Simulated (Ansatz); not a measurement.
# C6H10, SMILES C=C1[C@@H](C)[C@H]1C: a single point in a Gaussian basis

With Ansatz's Python interface.

`c6h10.xyz`
```text
16

C    -0.58920    1.69550    1.47100
C    -0.41770    0.95230    0.38270
C     0.38620    0.52090   -0.85280
C     1.69530   -0.19500   -0.50350
C    -0.87360   -0.13090   -0.60600
C    -0.89730   -1.53630    0.00440
H     0.16320    2.42310    1.75400
H    -1.48050    1.57250    2.07600
H     0.39790    1.28820   -1.65550
H     1.71940   -0.56240    0.54450
H     1.84780   -1.04850   -1.19650
H     2.53820    0.51530   -0.63220
H    -1.72860    0.18800   -1.23890
H    -0.30330   -1.61010    0.94010
H    -1.94630   -1.80420    0.24780
H    -0.51160   -2.26860   -0.73520
```

Run as a notebook:

**Cell 1**
```python
from pathlib import Path

import ansatz as az
import numpy as np
```

**Cell 2**
```python
molecule = az.Crystal.molecule_from_extxyz("c6h10.xyz")
```

**Cell 3**
```python
job = (
    molecule.calculation()
    .basis(gaussian="6-31G*")
    .functional("PBE", dispersion="d4")
    .forces()
    .orbitals()
)
done = job.run(runs_dir="c6h10_runs")
r = done.report
```

**Cell 4**
```python
{key: value for key, value in r.items() if isinstance(value, (int, float)) and "ev" in key}
```
Output:
```text
{'free_energy_ev': -6374.422111598925, 'reference_energy_ev': -6374.087852297507}
```

**Cell 5**
```python
r["published_state_doubts"]
```
Output:
```text
[]
```

**Cell 6**
```python
print("reference energy %16.6f eV" % r["reference_energy_ev"])
print("total energy     %16.6f eV" % r["free_energy_ev"])
print("occupied (up, down):", r["n_occupied"], " virtual:", r["n_virtual"], " frozen:", r["n_frozen"])
```
Output:
```text
reference energy     -6374.087852 eV
total energy         -6374.422112 eV
occupied (up, down): [23, 23]  virtual: [87, 87]  frozen: 0
```

**Cell 7**
```python
field = r["mean_field"]
print("<S^2> =", round(abs(field["state"]["spin_squared"]), 4), " relativity:", field["relativity"])
print("passes:", field["passes"])
if "symmetry" in field:
    print("occupied orbitals by irrep:", field["symmetry"]["occupied"])
```
Output:
```text
<S^2> = 0.0  relativity: none
passes: {'evaluations': 18, 'products': 12}
occupied orbitals by irrep: [{'A': 23}, {'A': 23}]
```

**Cell 8**
```python
symbols = [site.symbol for site in molecule.cartesian_sites]
forces = np.array(r["forces_ev_ang"])
print("largest force", round(float(np.linalg.norm(forces, axis=1).max()), 4), "eV/A, rms", round(float(np.sqrt((forces ** 2).mean())), 4))
```
Output:
```text
largest force 3.3063 eV/A, rms 0.8161
```

**Cell 9**
```python
charges = r["charge_distribution"]
dipole = np.array(charges["dipole_moment_e_ang"]) * 4.803205
print("dipole (D): {:.3f} {:.3f} {:.3f}, length {:.3f}".format(*dipole, np.linalg.norm(dipole)))
print("atom  Mulliken   Lowdin")
for symbol, m, l in zip(symbols, charges["mulliken_charges_e"], charges["lowdin_charges_e"]):
    print(f"{symbol:4s} {m:9.3f} {l:8.3f}")
```
Output:
```text
dipole (D): 0.109 -0.389 -0.473, length 0.622
atom  Mulliken   Lowdin
C       -0.485   -0.249
C        0.181   -0.094
C       -0.156   -0.176
C       -0.487   -0.298
C       -0.156   -0.176
C       -0.487   -0.298
H        0.147    0.129
H        0.147    0.129
H        0.160    0.144
H        0.169    0.128
H        0.157    0.120
H        0.163    0.126
H        0.160    0.144
H        0.169    0.128
H        0.163    0.126
H        0.157    0.120
```

**Cell 10**
```python
lines = Path(r["orbitals_path"]).read_text().splitlines()
field_of = lambda key: [line.split("=")[1].strip() for line in lines if line.startswith(key)]
orbitals = [(27.211386 * float(e), s, float(n)) for e, s, n in zip(field_of("Ene="), field_of("Spin="), field_of("Occup="))]
homo = max(e for e, _, n in orbitals if n > 0.5)
lumo = min(e for e, _, n in orbitals if n < 0.5)
for e, spin, n in sorted(orbitals):
    if homo - 15 < e < lumo + 5:
        print(f"{spin:6s} {e:10.3f} eV  occupation {n:.0f}")
```
Output:
```text
Alpha     -17.609 eV  occupation 2
Alpha     -17.466 eV  occupation 2
Alpha     -16.576 eV  occupation 2
Alpha     -12.999 eV  occupation 2
Alpha     -12.696 eV  occupation 2
Alpha     -11.495 eV  occupation 2
Alpha     -10.357 eV  occupation 2
Alpha     -10.277 eV  occupation 2
Alpha      -9.984 eV  occupation 2
Alpha      -9.380 eV  occupation 2
Alpha      -9.153 eV  occupation 2
Alpha      -9.003 eV  occupation 2
Alpha      -8.074 eV  occupation 2
Alpha      -7.099 eV  occupation 2
Alpha      -5.794 eV  occupation 2
Alpha      -5.400 eV  occupation 2
Alpha      -0.182 eV  occupation 0
Alpha       2.045 eV  occupation 0
Alpha       2.189 eV  occupation 0
Alpha       2.657 eV  occupation 0
Alpha       2.978 eV  occupation 0
Alpha       3.344 eV  occupation 0
Alpha       3.476 eV  occupation 0
Alpha       3.939 eV  occupation 0
Alpha       4.027 eV  occupation 0
Alpha       4.316 eV  occupation 0
Alpha       4.778 eV  occupation 0
```

Notes:
- Total energies depend on the basis set; only differences at equal settings carry meaning.
- The geometry is a force-field or estimated start, not a minimum of this method, and the basis set is short of its limit.
- The Löwdin charges here are taken after orthogonalising the functions within each atom; they differ from plain Löwdin charges, and their signs can be unphysical.
- Alpha marks a spatial orbital of a restricted run, filled by both spins.
- Total less reference energy is the dispersion correction.
- Levels such as HOMO and LUMO are orbital energies: with these approximate functionals they aren't the ionisation energy and electron affinity, and their gap isn't the fundamental gap.
- The whole script took 5.3 s on 1 thread of Arm Neoverse V2, with other jobs on the host, peak memory 0.22 GiB.

(Lines on the test bed's own set-up are left out of the output.)
